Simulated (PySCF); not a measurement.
**cyclohexene: calculation and literature**

Mapped SMILES: `[CH:1]1=[CH:2][CH2:3][CH2:4][CH2:5][CH2:6]1`. Each H is labelled by its parent atom.

What is known from experiment: δ ¹H H(C1)/H(C2) 5.68; H(C3)/H(C6) 1.99; H(C4)/H(C5) 1.61 ppm (measured; solution, not stated in the table (CDCl3 in this author's series); The use of chemical shift calculations in the conformational analysis of substituted benzenes, New J. Chem. 2019 (ESI)).

- σ from GIAO-KT3/pcSseg-2
- PBE0-D3(BJ)/def2-TZVP structure
- program: PySCF 2.14.0 with density-fitted response routines
- one averaged value for each set of equivalent atoms, one conformer, no relativistic terms, in vacuum

Problem. How close does the calculation come?

Solution. 
Reference values: measured (solution, not stated in the table (CDCl3 in this author's series); The use of chemical shift calculations in the conformational analysis of substituted benzenes, New J. Chem. 2019 (ESI)).
```
      atoms  quantity  reference  computed  computed, scaled
H(C1)/H(C2)      δ ¹H       5.68      5.95              5.83
H(C3)/H(C6)      δ ¹H       1.99      2.23              2.21
H(C4)/H(C5)      δ ¹H       1.61      1.75              1.75
```

Computed shifts are σ(ref) − σ with the named reference compound (TMS for H and C) calculated as an isolated molecule at the same level. The measured values may be among those fitted. Expected solution values come from regression of measured δ (H and C: mostly CDCl3, vs TMS) on computed σ: ¹H: δ = 30.77 − 0.971σ (rms 0.14 ppm, 293 shifts, 0.16 ppm with the 4 outliers that the fit left out). A few per cent of atoms miss by over 2 rms, more outside the fitted compound classes.

Problem. How far are the unscaled ¹H shifts from the references?

Solution. Mean signed difference +0.22 ppm, mean absolute 0.22 ppm over 3 comparisons; the largest is +0.27 ppm at H(C1)/H(C2) (hydrogen on an alkene CH).
